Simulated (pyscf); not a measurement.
Optimised with ωB97X-D3(BJ)/def2-SVP in PySCF.

SMILES: [Cl][Hf]([Cl])([Cl])[F]
```xyz
5

F      1.0960     1.2893    -0.6711
Hf     0.7295    -0.3388     0.2187
Cl     0.9921    -0.0075     2.5075
Cl    -1.4568    -0.9794    -0.2594
Cl     2.2197    -1.9627    -0.5320
```

Question: What is the homolytic dissociation enthalpy (298 K, ωB97M-D3(BJ)/def2-TZVP) of the F–Hf bond of F–Hf(Cl)(Cl)–Cl, to F• + [Cl–Hf(Cl)–Cl]•?

Answer: F–Hf to F• + [Cl–Hf(Cl)–Cl]•: 648.0 kJ/mol. The 7 functionals that were run give +625.0 (M06-2X) to +667.8 kJ/mol (PBE). The radicals are drawn with the spin at the cut bond; how far it spreads was not checked. Left out: the spin-orbit lowering of F. Open-shell species with a d-block atom are single-reference here; other states, and whether the spin sits on metal or ligand, were not checked. Elements past Kr carry the def2 core potentials, without spin-orbit coupling.
